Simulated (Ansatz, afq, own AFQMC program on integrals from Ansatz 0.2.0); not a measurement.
## B2, singlet in cc-pVDZ, levels against full CI

```tsv
atom	x (Å)	y (Å)	z (Å)
B	0.0000	0.0000	0.0000
B	0.0000	0.0000	5.6480
```

Basis cc-pVDZ. Only valence electrons are correlated. AFQMC by an in-house program on the Cholesky factors that Ansatz 0.2.0 writes for its CCSD(T) run. ph-AFQMC/CISD is guided by a CISD state made of CCSD amplitudes; releasing the constraint for a short imaginary time cuts its bias at the price of noise, slowly where states lie close. Error bars are statistical, one sigma.

Determinant: UHF, the one that the program's search chose, which needn't be the lowest solution. The geometry is a point of a scan.

Full CI on the same integrals is exact in this basis and with this determinant's frozen core.

Cautions: unrestricted determinant spin contaminated (⟨S²⟩ 1.01 against 0.00); the released energies have errors that jump between times, so the bars are unsure, so no released level is given (meV from the phaseless value at times in 1/Eh: -4.3 ± 1.3 at 0.24, -9.1 ± 1.8 at 0.51, -13.4 ± 0.9 at 0.99, -5 ± 11 at 1.62, -24 ± 3 at 2.40), though the last usable value meets full CI within the noise; the next higher spin lies close (within 5 meV by full CI).

The T1 diagnostic is 0.0110. The weight of the determinant in the CISD state is 0.876, the ⟨S²⟩ of the determinant is 1.015 and the size of the correlated space is 6 electrons in 26 orbitals.

Reference: full CI, correlation energy -3.258 eV. The cautions show a poor starting determinant, so the rows tell how each method copes with it here, and full CI is the sure value.

| level | E − E(reference) (mEh) | share of correlation (%) |
| --- | --- | --- |
| HF | 119.75 | 0.00 |
| MP2 | 46.68 | 61.02 |
| CCSD | 2.43 | 97.97 |
| CCSD(T) | 0.82 | 99.32 |
| CCSDT | 0.09 | 99.93 |
| CCSDT(Q) | 0.09 | 99.93 |
| CCSDTQ | 0.04 | 99.96 |
| ph-AFQMC/CISD | 0.96 ± 0.05 | 99.20 |

CCSDT and higher add their correlation energy to the determinant of the CCSD(T) run, since their own runs factorise the integrals more tightly (a shift of under 2 meV).
